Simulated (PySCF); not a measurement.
Structure elucidation problem

An unknown has the formula C₃H₅N₃. Its calculated NMR data are:

$^{1}$H NMR (300 MHz, computed): δ 7.89 (s, 1H), 7.87 (s, 1H), 4.06 (s, 3H).

$^{13}$C{$^{1}$H} NMR (computed): δ 155.5 (CH), 147.4 (CH), 36.4 (CH3).

A single conformation, in vacuum, fast rotation and ring inversion assumed for equivalent nuclei, no relativistic terms. GIAO PBE0/pcSseg-1 shieldings; J: B3LYP/pcJ-1 (spin–dipole term only in couplings to heteroatoms); coordinates at the GFN2-xTB level; PySCF 2.14.

Referencing at the same level of theory: $^{1}$H (31.72 ppm) and $^{13}$C (186.93 ppm) vs TMS.

Q: Which of these isomers gave the spectra?
A. Cn1cncn1
B. Cn1ccnn1
C. Cn1nccn1

A: A. 

Rings plus π bonds: 3 (1 ring in the answer). 3 carbon signals for 3 carbons: no two carbons are equivalent. Carbon types of the structure: 2 × CH, 1 × CH3, which accounts for all hydrogens. δC 155.5, 147.4: aromatic CH between two ring heteroatoms. δC 36.4: methyl carbon bonded to N; the inductive effect lowers its shielding. δH 7.89, 7.87: hydrogen on an aromatic CH between two ring heteroatoms; it sits in the deshielding region of the aromatic ring current. δH 4.06: hydrogen on a methyl carbon bonded to N; its carbon carries N, hence the downfield position.

The others: Cn1nccn1 would give 2 carbon signals, not 3; Cn1ccnn1 has carbons computed at 139.1, 129.1, 36.2.

Shifts are as computed. Against solution values, carbons near 30 ppm lie about +3 ppm off and those near 130 ppm about +5 ppm. Of 1211 compounds with measured shifts, 218 miss one by over three times the rms of a fit or turn the order of signals round; such compounds aren't used in these exercises.
